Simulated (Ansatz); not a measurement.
Born–Oppenheimer molecular dynamics of AlFH$_{3}$N (6 atoms, charge 0, multiplicity 1). It starts from a relaxed structure.

Method: Ansatz, RKS r2SCAN-D4/6-31G*.

```json
{
  "ensemble": "NVT, Nosé–Hoover chain",
  "time step": "0.5 fs",
  "steps asked": "250",
  "set temperature": "3000 K",
  "thermostat": "time constant 300 fs, chain length 5",
  "seed": "590160"
}
```

First frame:

```xyz
6
Properties=species:S:1:pos:R:3
Al -0.047 0.009 -0.034
F -0.043 -0.420 1.566
H 1.303 0.411 -0.747
N -1.589 0.000 -0.901
H -2.489 -0.246 -0.507
H -1.689 0.246 -1.878
```

Task: How far do the bonds stretch over the last three quarters of this one trajectory? (Pairs bonded in most of those frames.)

Result: 
| bond | mean (Å) | spread (Å) | shortest | longest |
| --- | --- | --- | --- | --- |
| Al1–F2 | 1.670 | 0.043 | 1.59 | 1.72 |
| Al1–H3 | 1.636 | 0.154 | 1.39 | 1.85 |
| Al1–N4 | 1.793 | 0.036 | 1.73 | 1.85 |
| N4–H5 | 1.033 | 0.040 | 0.96 | 1.10 |
| N4–H6 | 1.035 | 0.044 | 0.95 | 1.11 |

Mean temperature of the second half: 1744 K. The conserved energy stayed within 1.2 meV per atom of its start (net change 0.64 meV per atom), so the integration is sound. The mean temperature of the second half is 42 % below the set value. A run of 0.12 ps of so small a system gives no equilibrium averages.

Time of the run: 8.8 min on 1 thread of Arm Neoverse V2, on a shared host, peak memory 0.11 GiB.
